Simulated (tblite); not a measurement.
Compound: C3H6NO (doublet state).
Numbering: `[O:1][N:2]1[CH2:3][CH2:4][CH2:5]1` (hydrogens: H6, H7 on C3; H8, H9 on C4; H10, H11 on C5)

The geometry is computed with GFN2-xTB (gas phase). This method treats the open shell by occupation alone, without spin polarisation.

Entries marked ? are missing. Bonds in one row agree within 0.01 Å.

```json
{"coordinate": "O1–N2", "value": "?"}
{"coordinate": "N2–C3, N2–C5", "value": "?"}
{"coordinate": "C3–C4, C4–C5", "value": "?"}
{"coordinate": "C3–H6 and 3 like bonds", "value": "1.094 Å"}
{"coordinate": "C4–H8, C4–H9", "value": "1.086 Å"}
{"coordinate": "O1–N2–C3", "value": "130.7°"}
{"coordinate": "C3–N2–C5", "value": "95.1°"}
{"coordinate": "N2–C3–C4", "value": "88.3°"}
{"coordinate": "N2–C3–H6", "value": "?"}
{"coordinate": "C4–C3–H6", "value": "116.5°"}
{"coordinate": "H6–C3–H7", "value": "108.6°"}
{"coordinate": "C3–C4–C5", "value": "88.2°"}
{"coordinate": "C3–C4–H8", "value": "?"}
{"coordinate": "C3–C4–H9", "value": "?"}
{"coordinate": "H8–C4–H9", "value": "?"}
```

Fill in the missing values.

- O1–N2 = 1.261 Å, drawn single (ends: oxygen bonded to N; nitrogen bonded to 2 C and O); 0.11 Å below the sum of covalent radii, 1.37 Å.
- N2–C3, N2–C5 = 1.449 Å, drawn single (ends: nitrogen bonded to 2 C and O; carbon bonded to C, N and 2 H); 0.02 Å below the sum of covalent radii, 1.47 Å.
- C3–C4, C4–C5 = 1.536 Å, drawn single (ends: carbon bonded to C, N and 2 H; carbon bonded to 2 C and 2 H); 0.02 Å above the sum of covalent radii, 1.52 Å.
- N2–C3–H6 = 113.1°, at the carbon bonded to C, N and 2 H; the outer atoms are 2.130 Å apart.
- C3–C4–H8 = 114.3°, at the carbon bonded to 2 C and 2 H; the outer atoms are 2.216 Å apart.
- C3–C4–H9 = 114.6°, at the carbon bonded to 2 C and 2 H; the outer atoms are 2.220 Å apart.
- H8–C4–H9 = 109.5°, at the carbon bonded to 2 C and 2 H; the outer atoms are 1.774 Å apart.

Radii are Cordero's, carbon taken as 0.76, 0.73 or 0.69 Å for four, three, and two or fewer neighbours.

Its GFN2-xTB frequencies are all real (lowest 108 cm⁻¹).
